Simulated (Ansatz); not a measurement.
A run of Ansatz (development build ahead of 0.2.0) on doublet C2H7O at this shape:

| atom | x (Å) | y (Å) | z (Å) |
| --- | --- | --- | --- |
| C | 1.4583 | -0.4464 | 0.0255 |
| C | 0.4694 | 0.6974 | -0.0275 |
| O | -1.8530 | -0.3147 | -0.0531 |
| H | 1.3018 | -1.0611 | 0.9107 |
| H | 1.3666 | -1.0862 | -0.8511 |
| H | 2.4822 | -0.0669 | 0.0571 |
| H | 0.4711 | 1.3254 | 0.8610 |
| H | 0.5335 | 1.3035 | -0.9286 |
| H | -0.6302 | 0.2078 | -0.0785 |
| H | -2.2672 | 0.3883 | 0.4658 |

Its results:

| Item | Value |
| --- | --- |
| Converged | yes |
| Total energy | -155.43087 hartree |
| Spin squared of the determinant | 0.753 |
| Stability test | minimum |

Question: Which input gives this output? Name the method, the orbitals and the basis set, and write the input.

Answer: PBE (unrestricted) in pcseg-2.

```yaml
crystal:
  periodic: [false, false, false]
  atoms:
    - { symbol: C, position_ang: [1.4583, -0.4464, 0.0255] }
    - { symbol: C, position_ang: [0.4694, 0.6974, -0.0275] }
    - { symbol: O, position_ang: [-1.853, -0.3147, -0.0531] }
    - { symbol: H, position_ang: [1.3018, -1.0611, 0.9107] }
    - { symbol: H, position_ang: [1.3666, -1.0862, -0.8511] }
    - { symbol: H, position_ang: [2.4822, -0.0669, 0.0571] }
    - { symbol: H, position_ang: [0.4711, 1.3254, 0.861] }
    - { symbol: H, position_ang: [0.5335, 1.3035, -0.9286] }
    - { symbol: H, position_ang: [-0.6302, 0.2078, -0.0785] }
    - { symbol: H, position_ang: [-2.2672, 0.3883, 0.4658] }
basis:
  gaussian: { orbitals: pcseg-2 }
magnetization:
  spin_polarized: true
  initial_magnetization: 1
hamiltonian:
  xc: pbe
```
